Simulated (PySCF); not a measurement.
## Atomic charges by several schemes

Species: CH2FO2S (charge -1).
Z-matrix (Å and degrees, PBE0-D3(BJ)/def2-SVP geometry), rows numbered from 1:
```
O 
S   1  1.5213
O   2  1.5127  1  114.32
C   2  1.8695  1   95.14  3   103.86
F   4  1.3781  2  115.33  1  -178.64
H   4  1.1047  2  101.44  1   -59.03
H   4  1.1049  2  108.89  1    58.00
```

Density: PBE0/pcSseg-1 (PySCF); schemes: Mulliken, IAO, Hirshfeld and ESP-fitted. Isolated species at its PBE0-D3(BJ)/def2-SVP geometry (one conformer only). The pcSseg-1 basis has no diffuse functions, a weakness for an anion.

Task: Do the Mulliken, IAO, Hirshfeld and ESP-fitted schemes agree on where the charge is highest?

Result: All schemes agree: Mulliken S2 (+0.690); IAO S2 (+1.265); Hirshfeld S2 (+0.180); ESP-fitted S2 (+0.190).

Task: Do the Mulliken, IAO, Hirshfeld and ESP-fitted schemes agree on where the charge is lowest?

Result: All schemes agree: Mulliken O1 (-0.742); IAO O1 (-1.006); Hirshfeld O1 (-0.490); ESP-fitted O1 (-0.554).

Task: At which atom do the 4 schemes differ most?

Result: At S2: from +0.180 (Hirshfeld) to +1.265 e (IAO), 1.085 e apart.

Task: What partial charge does each atom carry?

Result: In e:

```tsv
atom	environment	Mulliken	IAO	Hirshfeld	ESP-fitted
O1	oxygen bonded to S	-0.742	-1.006	-0.490	-0.554
S2	sulfur bonded to C and 2 O	+0.690	+1.265	+0.180	+0.190
O3	oxygen bonded to S	-0.722	-0.986	-0.486	-0.510
C4	sp3 C–F carbon	+0.004	-0.163	-0.053	-0.143
F5	alkyl fluorine	-0.362	-0.341	-0.164	-0.208
H6	methylene hydrogen	+0.067	+0.121	+0.007	+0.131
H7	methylene hydrogen	+0.064	+0.110	+0.006	+0.094
```

Mean size of the charges over all atoms: IAO 0.570 e, Mulliken 0.379 e, ESP-fitted 0.262 e, Hirshfeld 0.198 e. Each set sums to the total charge, -1, to within 0.001 e. The ESP scheme fits charges at the nuclei, held to the total charge, to the electrostatic potential on points at 1.4 to 2.0 times the van der Waals radii.

Task: How many electrons does the IAO scheme count on S2?

Result: Z − q = 16 − (+1.265) = 14.735.

Task: Sum the charges by element, for elements with more than one atom.

Result: 
| element | atoms | Mulliken | IAO | Hirshfeld | ESP-fitted |
| --- | --- | --- | --- | --- | --- |
| O | 2 | -1.464 | -1.992 | -0.977 | -1.064 |
| H | 2 | +0.131 | +0.232 | +0.013 | +0.225 |

Task: How closely do the schemes follow one another over all atoms?

Result: Correlation coefficient and root-mean-square difference: Mulliken with IAO 0.98, 0.268 e; Hirshfeld with ESP-fitted 0.97, 0.074 e; Mulliken with Hirshfeld 0.97, 0.247 e; IAO with Hirshfeld 0.94, 0.501 e; Mulliken with ESP-fitted 0.93, 0.233 e; IAO with ESP-fitted 0.91, 0.479 e.
